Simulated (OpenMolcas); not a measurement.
**SOS-MP2/6-311G(d,p) (Cholesky decomposition) run of H3PO (phosphinous acid)**

What is the energy change on altering one bond length of H3PO (phosphinous acid) at SOS-MP2/6-311G** (Cholesky decomposition)? 

The results are computed with OpenMolcas 26.06.

9 further runs of the same task are left out: 1 that didn't finish, 8 set aside as unsound or not needed.

**1. Starting point**

H3PO: 5 atoms, total charge 0, spin state singlet. SMILES: `OP`. The shape is that of a GFN2-xTB optimisation. This is one conformer, not always the lowest.

Bond lengths: O1–P2 1.645 Å, O1–H3 0.958 Å, P2–H4 1.403 Å, P2–H5 1.403 Å. Angles: O1–P2–H4 95.9°, O1–P2–H5 95.7°, P2–O1–H3 113.3°, H4–P2–H5 91.5°.

**2. The energy at SOS-MP2/6-311G(d,p) (Cholesky decomposition)**

test.input reads:

```
* H3OP SOS-MP2

&GATEWAY
  XBAS
  O.6-311G**
  P.6-311G**
  H.6-311G**
  End of Basis
  ZMAT
  O1
  P2 1 1.644913
  H3 1 0.958287 2 113.29088
  H4 2 1.402797 1 95.87594 3 132.24638
  H5 2 1.403324 4 91.46223 1 -95.87473
  End of ZMAT

&SEWARD
  High

&SCF
  PrOrbitals=1 2

&MBPT2
  SOSMP2
  Frozen=6
```

On the command line:

```bash
$ export MOLCAS_MEM=1860
$ pymolcas test.input > test.log
```

Log:

```text
--- Start Module: gateway ---
[...]
--- Stop Module: gateway /rc=_RC_ALL_IS_WELL_ ---
[...]
      Basis functions           63
[...]
--- Start Module: scf ---
[...]
       Convergence after  11 Iterations
[...]
::    Total SCF energy                               -417.3651728543
[...]
      Total spin, S                                     0.0000000000
[...]
      Total electronic charge=   26.000000
      Total            charge=   -0.000000
[...]
      Dipole Moment (debye):
      Origin of the operator (angstrom)=   -0.0213    0.0012    1.0835
                   X=  1.0171E+00               Y=  1.4615E-02               Z=  3.7385E-01           Total=  1.0838E+00
      Quadrupole Moment (debye*angstrom):
[...]
--- Stop Module: scf /rc=_RC_ALL_IS_WELL_ ---
[...]
--- Start Module: mbpt2 ---
[...]
WARNING!
Default frozen orbitals as non valence orbitals is overwritten by user input.
Default values:   6
[...]
::    Total MBPT2 energy                             -417.6890728021
[...]
--- Stop Module: mbpt2 /rc=_RC_ALL_IS_WELL_ ---
[...]
```

Wall time 3.3 s (1 thread of Arm Neoverse V1, shared host); peak memory 0.21 GiB.

**3. The distorted shape**

test.inp reads:

```
&GATEWAY
XBAS
O.6-311G**
P.6-311G**
H.6-311G**
End of Basis
ZMAT
O1
P2 1 1.644913
H3 1 1.1979 2 113.29088
H4 2 1.402797 1 95.87594 3 132.24635
H5 2 1.403324 4 91.46223 1 -95.87473
End of ZMAT
&SEWARD
High
&SCF
PrOrbitals=1 2
&MBPT2
SOSMP2
Frozen=6
```

On the command line:

```bash
$ export MOLCAS_MEM=1860
$ pymolcas test.inp > test.log
```

Log:

```text
--- Start Module: gateway ---
[...]
--- Stop Module: gateway /rc=_RC_ALL_IS_WELL_ ---
[...]
      Basis functions           63
[...]
--- Start Module: scf ---
[...]
       Convergence after  11 Iterations
[...]
::    Total SCF energy                               -417.3213993814
[...]
      Total spin, S                                     0.0000000000
[...]
      Total electronic charge=   26.000000
      Total            charge=   -0.000000
[...]
      Dipole Moment (debye):
      Origin of the operator (angstrom)=   -0.0169    0.0012    1.0816
                   X=  1.2819E+00               Y=  1.3863E-02               Z=  2.1795E-01           Total=  1.3003E+00
      Quadrupole Moment (debye*angstrom):
[...]
--- Stop Module: scf /rc=_RC_ALL_IS_WELL_ ---
[...]
--- Start Module: mbpt2 ---
[...]
WARNING!
Default frozen orbitals as non valence orbitals is overwritten by user input.
Default values:   6
[...]
::    Total MBPT2 energy                             -417.6543338512
[...]
--- Stop Module: mbpt2 /rc=_RC_ALL_IS_WELL_ ---
[...]
```

It took 3.3 s on 1 thread of Arm Neoverse V1, shared host; peak memory 0.21 GiB.

**4. Summary of results**

Level: SOS-MP2/6-311G** (Cholesky decomposition), 6 core orbitals frozen.

```
                                                         quantity          value
                                        first shape: total energy  -417.68907 Eh
                  first shape: dipole moment (mean-field density)         1.08 D
                 first shape: HOMO energy (Hartree–Fock orbitals)      -10.24 eV
                 first shape: LUMO energy (Hartree–Fock orbitals)        2.82 eV
               first shape: HOMO–LUMO gap (Hartree–Fock orbitals)       13.06 eV
         first shape: correlation energy (6 core orbitals frozen)     -323.9 mEh
                                    distorted shape: total energy  -417.65433 Eh
              distorted shape: dipole moment (mean-field density)         1.30 D
             distorted shape: HOMO energy (Hartree–Fock orbitals)      -10.09 eV
             distorted shape: LUMO energy (Hartree–Fock orbitals)        2.56 eV
           distorted shape: HOMO–LUMO gap (Hartree–Fock orbitals)       12.65 eV
     distorted shape: correlation energy (6 core orbitals frozen)     -332.9 mEh
energy change with the O1–H3 bond stretched from 0.958 to 1.198 Å       0.945 eV
```

**Reading.** With the O1–H3 bond stretched from 0.958 to 1.198 Å the energy rises by 0.95 eV (91.2 kJ/mol). The first shape isn't relaxed at this level, so the change isn't measured from a minimum.
